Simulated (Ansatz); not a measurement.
Task: a geometry optimisation of CH3NaS, SMILES C[S][Na], with the Ansatz DFT code, driven from Python. Give the script and its output. Use: r2SCAN, def2-SVP basis, multiplicity 1.

```xyz
6

C    -0.4331    0.3688   -0.4223
S    -0.1069   -1.1493    0.5184
Na    2.0794   -1.1897    1.7350
H    -1.4140    0.2480   -0.8751
H     0.3158    0.4945   -1.1999
H    -0.4412    1.2276    0.2439
```

`run_opt.py`
```python
"""Relax the CH3NaS molecule."""

from dataclasses import dataclass

import ansatz as az
import numpy as np


@dataclass(frozen=True)
class RunConfig:
    basis_set: str = "def2-SVP"
    functional: str = "r2SCAN"


settings = RunConfig()

geometry_ang = [
    ("C", [-0.43311, 0.36875, -0.42227]),
    ("S", [-0.10688, -1.14927, 0.51837]),
    ("Na", [2.07939, -1.18969, 1.73498]),
    ("H", [-1.414, 0.24805, -0.87515]),
    ("H", [0.31583, 0.49454, -1.19987]),
    ("H", [-0.44123, 1.22762, 0.24394]),
]
mol = az.Crystal.molecule()
for symbol, xyz in geometry_ang:
    mol = mol.atom(symbol, xyz)

job = (
    mol.calculation()
    .basis(gaussian=settings.basis_set)
    .functional(settings.functional)
)
symbols = [site.symbol for site in mol.cartesian_sites]
start = np.array([site.position_ang for site in mol.cartesian_sites], dtype=float)
report = job.relax(force_tolerance=0.01).run().report
end = np.array(report["positions_ang"])

print("reference energy %16.6f eV" % report["reference_energy_ev"])
print("total energy     %16.6f eV" % report["free_energy_ev"])
print("occupied (up, down):", report["n_occupied"], " virtual:", report["n_virtual"], " frozen:", report["n_frozen"])

print("final positions (A) and the move of each atom")
for symbol, xyz, old in zip(symbols, end, start):
    print(f"{symbol:2s} {xyz[0]:10.5f} {xyz[1]:10.5f} {xyz[2]:10.5f}   {np.linalg.norm(xyz - old):7.4f}")

charges = report["charge_distribution"]
print("dipole moment", round(4.803205 * float(np.linalg.norm(charges["dipole_moment_e_ang"])), 3), "D")
print("Mulliken:", [(s, round(q, 3)) for s, q in zip(symbols, charges["mulliken_charges_e"])])
with open("ch3nas_opt.xyz", "w") as handle:
    handle.write(f"{len(symbols)}\nrelaxed CH3NaS\n")
    handle.writelines(f"{s:2s} {x:11.6f} {y:11.6f} {z:11.6f}\n" for s, (x, y, z) in zip(symbols, end))
```

`python run_opt.py` gives:
```text
reference energy    -16330.043341 eV
total energy        -16330.043341 eV
occupied (up, down): [18, 18]  virtual: [44, 44]  frozen: 0
final positions (A) and the move of each atom
C    -0.41883    0.33837   -0.39903    0.0408
S    -0.13630   -1.21334    0.53519    0.0725
Na    2.05811   -1.13351    1.69437    0.0725
H    -1.40513    0.28041   -0.88716    0.0356
H     0.32959    0.49802   -1.19274    0.0159
H    -0.42744    1.23006    0.24937    0.0150
dipole moment 7.63 D
Mulliken: [('C', -0.112), ('S', -0.557), ('Na', 0.53), ('H', 0.055), ('H', 0.043), ('H', 0.042)]
```

File `ch3nas_opt.xyz` afterwards:
```text
6
relaxed CH3NaS
C    -0.418831    0.338369   -0.399027
S    -0.136303   -1.213343    0.535186
Na    2.058111   -1.133506    1.694365
H    -1.405133    0.280407   -0.887159
H     0.329592    0.498017   -1.192736
H    -0.427436    1.230056    0.249371
```

Reading the output:
- These settings explore the input space; basis and method may be short of convergence.
- The end point is the stationary point reached from this start; no frequency run checks that it is a minimum, and the basis set is modest.
- Hardware and time: 15 s on 1 thread of Arm Neoverse V2 (shared host), peak memory 0.22 GiB.

(Lines on the test bed's own set-up are left out of the output.)
